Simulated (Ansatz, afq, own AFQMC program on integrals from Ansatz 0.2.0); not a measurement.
# Where AFQMC and coupled cluster stand for AlNH2, singlet

```xyz
4

Al    0.0000   -0.0211    0.6643
N     0.0000    0.0382   -0.9486
H     0.0000    0.0963    2.2187
H     0.0000   -0.1134   -1.9344
```

Connectivity, by distances: AlH–NH.

Basis cc-pVDZ. Only valence electrons are correlated. AFQMC by an in-house program on the Cholesky factors that Ansatz 0.2.0 writes for its CCSD(T) run. ph-AFQMC/CISD is guided by a CISD state made of CCSD amplitudes; releasing the constraint for a short imaginary time cuts its bias at the price of noise, slowly where states lie close. Free AFQMC starts from the CCSD state and is never constrained. Its projection time is finite, and what remains of the start isn't in its error. Error bars are statistical, one sigma.

Determinant: RHF, the one that the program's search chose, which needn't be the lowest solution. The geometry is a point of a scan.

No full CI on the walks' own integrals is used here. The released AFQMC energy serves as the reference, which it does only where one determinant dominates, the energy is flat over the last release times and near the phaseless one (40 meV or 2 meV an electron, half that with transition metals). On small molecules, where full CI could be run and the noise was under 10 meV, such values lay within 10 meV of it in 19 cases of 20, a flattering rate, since the rule was set on those same cases; what remains of the bias isn't in the error bar.

Cautions: higher spins were not checked; raised T1 diagnostic (T1 0.030, weight of the determinant 0.87, largest double 0.07); the released value is read at 2.40 1/Eh with a noise of 22 meV, more than in the cases checked (meV from the phaseless value at times in 1/Eh: 21 ± 16 at 0.24, -28 ± 19 at 0.51, -6 ± 15 at 0.99, -19 ± 17 at 1.62, -26 ± 22 at 2.40).

The T1 diagnostic is 0.0298, the weight of the determinant in the CISD state is 0.873 and the size of the correlated space is 10 electrons in 36 orbitals.

```
  level  correlation energy (eV)
    MP2                  -6.6396
   CCSD                  -6.9896
CCSD(T)                  -7.2804
```

**Question.** Estimate where phaseless AFQMC with a CISD trial lies against CCSD(T) on the same integrals.

**Answer.** 13.9 ± 21.5 meV below CCSD(T). The gap is under twice the noise, so this walk alone can't tell the two apart.

Reference: AFQMC with the constraint released, correlation energy -7.321 ± 0.022 eV.

```csv
level,E − E(reference) (meV),share of correlation (%)
CCSD(T),40.2 ± 21.5,99.45
CCSDT,19.3 ± 21.5,99.74
CCSDT(Q),-21.6 ± 21.5,100.30
ph-AFQMC/CISD,26.3 ± 30.4,99.64
free AFQMC,24.6 ± 32.0,99.66
```

CCSDT and higher add their correlation energy to the determinant of the CCSD(T) run, since their own runs factorise the integrals more tightly (a shift of under 2 meV). Free projections are given only where their last times agree within the noise and don't stop above the reference; a slow remainder of the start can still hide under it. A walk keeps the symmetry of its determinant, which the program's search chose and which needn't be the lowest solution, so a lower state of the same spin and another symmetry isn't excluded. Released energies are given only where the last usable release times agree within the noise; a slower fall can still hide under it.
